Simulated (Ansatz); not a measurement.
Cartesian coordinates in Å:
```
N -0.2831 -1.7139 -0.9651
C 0.2059 -0.9428 0.0845
C -0.0204 0.3447 0.2490
O -0.6701 1.3730 -0.4230
C -0.0474 1.6347 0.8254
F 1.0320 2.4353 0.7682
H 0.3524 -2.4336 -1.2725
H -0.6239 -1.1741 -1.7466
H 0.7648 -1.4657 0.8503
H -0.7101 1.9423 1.6298
```

The species carries charge 0 and has multiplicity 1.

(1) List the PBE/def2-TZVPP orbital energies in eV (Ansatz). (An estimate is asked.)

Answers

(1) Ansatz gave: Occupied: -660.31, -511.42, -380.89, -272.67, -270.26, -269.93, -30.86, -27.86, -22.89, -18.14, -16.73, -14.62, -13.66, -13.42, -12.41, -11.89, -10.86, -9.95, -9.31, -8.89, -8.10, -7.50, -4.78. Lowest empty: -0.19, 0.06, 1.08, 1.51, 1.86, 2.11, 2.48, 2.90.
